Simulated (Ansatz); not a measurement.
Geometry optimisation, UKS revPBE/6-31G* in Ansatz.

Input:

```yaml
crystal:
  periodic: [false, false, false]
  atoms:
    - { symbol: Si, position_ang: [0.070132, 0.229067, 0.611534] }
    - { symbol: H, position_ang: [-0.653918, -0.99156, 0.974492] }
    - { symbol: H, position_ang: [1.457687, 0.014443, 0.076645] }
    - { symbol: C, position_ang: [-0.856271, 1.549907, -0.370965] }
    - { symbol: H, position_ang: [-1.948003, 1.453257, -0.23451] }
    - { symbol: H, position_ang: [-0.558424, 2.555249, -0.014274] }
    - { symbol: H, position_ang: [-0.633214, 1.499314, -1.452657] }
    - { symbol: H, position_ang: [-0.379969, -1.105751, -0.970348] }
    - { symbol: F, position_ang: [0.144079, 0.615974, 2.186484] }
magnetization:
  spin_polarized: true
  initial_magnetization: 1
basis:
  gaussian: { orbitals: "6-31G*" }
hamiltonian:
  xc: revpbe
relax:
  f_tol: 0.03
  max_steps: 50
```

Command:

```bash
$ ansatz run input.yaml --threads 1 --pin off --max-ram 2048MiB --backend cpu --events-out ev --progress --plain --runs-dir out
```

Q: Where does it end, and by what steps?

A: The forces met the threshold. The force dipped under the threshold on the way, but the program's further checks kept it going. After 11 steps the energy has fallen by 0.447 eV; H8 moved furthest, 1.78 Å.

```tsv
step	energy less start (eV)	largest force component (eV/Å)	accepted
0	0.0000	1.103	yes
1	-0.2376	0.480	yes
2	-0.2947	0.234	yes
3	-0.3461	0.140	yes
4	-0.3822	0.088	yes
5	-0.4046	0.135	yes
6	-0.4198	0.328	yes
7	-0.4329	0.187	yes
8	-0.4412	0.028	yes
9	-0.4452	0.084	yes
10	-0.4454	0.206	yes
11	-0.4468	0.018	yes
```

```xyz
9
Properties=species:S:1:pos:R:3
Si 0.037 0.399 0.932
H -0.682 -0.921 0.974
H 1.440 0.179 0.444
C -0.872 1.610 -0.192
H -1.898 1.804 0.166
H -0.344 2.576 -0.262
H -0.943 1.188 -1.212
H -0.212 -2.001 -2.504
F 0.117 0.984 2.460
```

Run time: 39 s on 1 thread of Arm Neoverse V1 (shared host), peak memory 0.14 GiB.
